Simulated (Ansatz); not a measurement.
# AlBH: the cost of one run

Program: Ansatz 0.2.0, Gaussian basis. Level of theory: def2-QZVPP, core rule «outside noble gas», up to 6 orbitals frozen. These are calculated values, not measurements.

The runs, in order: UHF; ROHF; CCSD(T) on UHF.

## (1) The system

The geometry is a PBE0/def2-TZVP stationary point (not a proven minimum) of the parent state, kept for this charge and spin.

3 atoms, charge 0, spin multiplicity 2.

Atoms are counted from 1 here; the program's logs count them from 0.

Bond lengths: B1–Al2 1.941 Å, B1–H3 1.185 Å. Angles: Al2–B1–H3 180.0°.

## (2) UHF

File in.yaml:

```yaml
crystal:
  periodic: [false, false, false]
  atoms:
    - {symbol: B, position_ang: [0.000000, 0.000000, 0.251900]}
    - {symbol: Al, position_ang: [0.000000, 0.000000, -1.688900]}
    - {symbol: H, position_ang: [0.000000, 0.000000, 1.437000]}
basis:
  gaussian: {orbitals: "def2-QZVPP.json"}
magnetization: {spin_polarized: true, initial_magnetization: 1}
hamiltonian: {xc: hf}
output: {orbitals: {seedname: orbitals}}
```

Launch:

```console
ansatz run in.yaml --threads 1 --pin off --events-out ev --progress --plain --max-ram 2393MiB
```

**Question.** How long does this run take on 1 thread of Arm Neoverse V2, shared host, and how much memory does it need?

About 14 s, with a peak of 0.3 GiB.
